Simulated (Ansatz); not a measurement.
# HNOSi: the cost of one run

Method: def2-QZVPP, core rule «outside noble gas», up to 7 orbitals frozen; program: Ansatz 0.2.0, Gaussian basis.

To be run: UHF; ROHF; CCSD(T) on UHF.

2 further runs of the same task are left out: 2 set aside as unsound or not needed.

## 1. The system

The geometry is a PBE0/def2-TZVP stationary point (not a proven minimum) of the parent state, kept for this charge and spin.

4 atoms, charge 0, spin multiplicity 5.

Atoms are counted from 1 here; the program's logs count them from 0.

Bond lengths: O1–N2 1.272 Å, N2–Si3 1.774 Å, N2–H4 1.026 Å. Angles: O1–N2–Si3 124.5°, O1–N2–H4 113.3°, Si3–N2–H4 122.2°.

## 2. UHF

File in.yaml:

```yaml
crystal:
  periodic: [false, false, false]
  atoms:
    - {symbol: O, position_ang: [0.000000, -0.337465, 1.530169]}
    - {symbol: N, position_ang: [0.000000, 0.447419, 0.529033]}
    - {symbol: Si, position_ang: [0.000000, -0.082561, -1.163926]}
    - {symbol: H, position_ang: [0.000000, 1.439714, 0.791361]}
basis:
  gaussian: {orbitals: "def2-QZVPP.json"}
magnetization: {spin_polarized: true, initial_magnetization: 4}
hamiltonian: {xc: hf}
output: {orbitals: {seedname: orbitals}}
```

The run is started by

```bash
ansatz run in.yaml --threads 1 --pin off --events-out ev --progress --plain --max-ram 2393MiB
```

What time and memory should one allow on 1 thread of Arm Neoverse V1, shared host?

About 30 s, with a peak of 0.51 GiB.
